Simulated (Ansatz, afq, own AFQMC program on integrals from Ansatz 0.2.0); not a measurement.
Integrals from Ansatz 0.2.0, then the random walk in our own AFQMC program (afq).

```yaml
crystal:
  periodic: [false, false, false]
  atoms:
    - {symbol: B, position_ang: [0.028762, 0.050179, 1.315346]}
    - {symbol: P, position_ang: [-0.026262, -0.062559, -0.557827]}
    - {symbol: H, position_ang: [-0.342109, 1.049875, 1.859223]}
    - {symbol: H, position_ang: [0.329247, -0.899526, 1.976629]}
    - {symbol: H, position_ang: [0.511406, 1.233857, -0.802151]}
basis:
  gaussian: {orbitals: cc-pVDZ}
magnetization: {spin_polarized: true, initial_magnetization: 1}
correlation: {method: ccsd_t, electrons: outside_noble_gas, hamiltonian_folder: ham}
```

```sh
$ ansatz run in.yaml --threads 1 --pin off --events-out ev --progress --plain --max-ram 1382MiB
```

Options of the walk:

```
--method phaseless --trial hf --walkers 120 --populations 1 --least-time 40 --time-step 0.005 --steps-per-block 20 --equilibration-blocks 112 --max-blocks 600 --target-error 0.0012000 --factor-cut 1e-05 --start spin_pure --seed 7522 --taylor-order 6
```

Times are imaginary, in 1/Eh. The walk had a cap of 1706 s.

Log:

```
orbitals 41  electrons 6 5  factors 322 of 454
reference energy -367.12217430 Eh
CCSD correlation -0.22384626 Eh in 16 cycles, weight of the determinant in the CISD state 0.8775
energy of the start -367.122345 Eh
 block  time / (1/Eh)  mean weight  energy / Eh
     1     0.100  1.0022  -367.163058
     2     0.200  1.0014  -367.198082
     3     0.300  1.0025  -367.223721
     4     0.400  1.0020  -367.250882
     5     0.500  1.0008  -367.272229
     8     0.800  1.0020  -367.313845
    18     1.800  1.0006  -367.361708
    69     6.900  0.9996  -367.354013
   120    12.000  0.9996  -367.350662
   171    17.100  1.0003  -367.336427
   222    22.200  0.9991  -367.360189
   273    27.300  1.0027  -367.338134
   324    32.400  1.0007  -367.344192
   375    37.500  0.9991  -367.359718
   409    40.900  1.0010  -367.429324
   426    42.600  1.0007  -367.340299
   477    47.700  0.9997  -367.359378
   528    52.800  1.0001  -367.370818
   579    57.900  0.9988  -367.344250
   596    59.600  1.0006  -367.321011
   630    63.000  1.0005  -367.350067
   681    68.100  1.0002  -367.341378
   698    69.800  1.0000  -367.338010
blocks merged  error / Eh  count
     1  0.000679  600
     2  0.000910  300
     4  0.001198  150
     8  0.001469  75
    16  0.001621  37
    32  0.001827  18
    64  0.001799  9
energy -367.352879 +/- 0.001827 Eh
(rows thinned)
```

The run passed its tests (sampling time, drift between the halves within three errors, error under three times the target), which doesn't prove that it has relaxed.

Against this walk (error 49.7 meV) on the same determinant: CCSD(T) 20.1 meV higher (within the noise), CCSDT(Q) 19.4 meV lower (within the noise), a separate phaseless walk with a CISD trial and standard settings 33.5 ± 50.8 meV lower (within the noise). The error is statistical and leaves out the bias of the constraint.

Cautions: constraint bias not in the error; error above the target (49.7 against 32.7 meV).

The walk took 3.3 min on 1 thread of Intel(R) Xeon(R) 6975P-C (Granite Rapids), with other jobs on the host. The log's last line is the phaseless energy.

CCSDT and higher add their correlation energy to the determinant of the CCSD(T) run, since their own runs factorise the integrals more tightly (a shift of under 2 meV).
